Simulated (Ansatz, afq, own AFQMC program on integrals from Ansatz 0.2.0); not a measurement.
BH₃O, singlet: AFQMC among the cluster methods

```xyz
5

B     0.0000    0.0591    0.7405
O     0.0000   -0.0998   -0.5978
H     0.0000    1.1582    1.2267
H     0.0000   -0.9374    1.4021
H     0.0000    0.7297   -1.0823
```

Connectivity, by distances: BH2–OH.

Basis cc-pVDZ. Only valence electrons are correlated. Integrals, coupled cluster, full CI and functionals: Ansatz 0.2.0; the random walks run on the same integrals in our own AFQMC program. The CISD trial takes its coefficients from CCSD amplitudes. Released means that phaseless walkers are propagated on without the constraint, phases kept. Free AFQMC starts from the CCSD state and is never constrained. Its projection time is finite, and what remains of the start isn't in its error. ± is one standard error of the sampling.

Determinant: RHF, the one that the program's search chose, which needn't be the lowest solution. The geometry is a point of a scan.

No full CI on the walks' own integrals is used here; CCSDT(Q) serves as the reference and is uncertain by about the last step of the cluster series.

- T1 diagnostic: 0.0156
- weight of the determinant in the CISD state: 0.903
- size of the correlated space: 12 electrons in 41 orbitals

Reference: CCSDT(Q), correlation energy -8.400 eV. The released energy is read at 1.62 1/Eh, later times being too noisy (meV from the phaseless value at times in 1/Eh: 19 ± 16 at 0.24, 17 ± 14 at 0.51, 22 ± 15 at 0.99, -4 ± 20 at 1.62, 30 ± 23 at 2.40).

```json
{"level": "HF", "E − E(reference) (kcal/mol)": "193.72", "share of correlation (%)": "0.00"}
{"level": "MP2", "E − E(reference) (kcal/mol)": "18.34", "share of correlation (%)": "90.53"}
{"level": "CCSD", "E − E(reference) (kcal/mol)": "4.80", "share of correlation (%)": "97.52"}
{"level": "CCSD(T)", "E − E(reference) (kcal/mol)": "0.70", "share of correlation (%)": "99.64"}
{"level": "CCSDT", "E − E(reference) (kcal/mol)": "0.40", "share of correlation (%)": "99.79"}
{"level": "ph-AFQMC/HF", "E − E(reference) (kcal/mol)": "1.21 ± 1.26", "share of correlation (%)": "99.38"}
{"level": "ph-AFQMC/CISD", "E − E(reference) (kcal/mol)": "-0.06 ± 0.24", "share of correlation (%)": "100.03"}
{"level": "released AFQMC", "E − E(reference) (kcal/mol)": "-0.15 ± 0.46", "share of correlation (%)": "100.08"}
{"level": "free AFQMC", "E − E(reference) (kcal/mol)": "0.07 ± 0.48", "share of correlation (%)": "99.96"}
```

Free projections are given only where their last times agree within the noise and don't stop above the reference; a slow remainder of the start can still hide under it. A walk keeps the symmetry of its determinant, which the program's search chose and which needn't be the lowest solution, so a lower state of the same spin and another symmetry isn't excluded. Released energies are given only where the last usable release times agree within the noise; a slower fall can still hide under it.
